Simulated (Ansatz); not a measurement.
C4H4F2 (`FC1=CCC1F`), relaxed with RKS PBE-D4/def2-SVP in the Gaussian-basis code of Ansatz from a rough embedded geometry. The force threshold is 0.03 eV/Å; the program also tests the step.

Charge 0, multiplicity 1.

Start:

```xyz
10

F     0.818   -1.698   -1.626
C     0.420   -0.742   -0.712
C     1.105    0.225   -0.072
C    -0.047    0.722    0.588
C    -0.876   -0.401   -0.003
F    -1.956    0.016   -0.763
H     2.173    0.525   -0.172
H    -0.401    1.739    0.338
H    -0.031    0.732    1.715
H    -1.204   -1.118    0.707
```

```json
{"step": "1", "energy (eV)": "-9627.1022", "largest force (eV/Å)": "4.246", "largest move (Å)": "0.000"}
{"step": "2", "energy (eV)": "-9627.4047", "largest force (eV/Å)": "1.995", "largest move (Å)": "0.058"}
{"step": "3", "energy (eV)": "-9627.4878", "largest force (eV/Å)": "0.235", "largest move (Å)": "0.057"}
{"step": "4", "energy (eV)": "-9627.4908", "largest force (eV/Å)": "0.045", "largest move (Å)": "0.017"}
{"step": "5 (rejected)", "energy (eV)": "-9627.4908", "largest force (eV/Å)": "0.067", "largest move (Å)": "0.010"}
{"step": "6", "energy (eV)": "-9627.4912", "largest force (eV/Å)": "0.014", "largest move (Å)": "0.005"}
```

End:

```xyz
10

F     0.702   -1.668   -1.615
C     0.424   -0.711   -0.736
C     1.158    0.236   -0.115
C    -0.058    0.769    0.635
C    -0.865   -0.405   -0.019
F    -1.950   -0.043   -0.790
H     2.226    0.494   -0.100
H    -0.435    1.754    0.291
H    -0.006    0.756    1.744
H    -1.197   -1.185    0.704
```

It took 6.5 s on 4 threads of an Arm Neoverse V2 on a shared host, with 0.21 GiB of host memory at the peak.
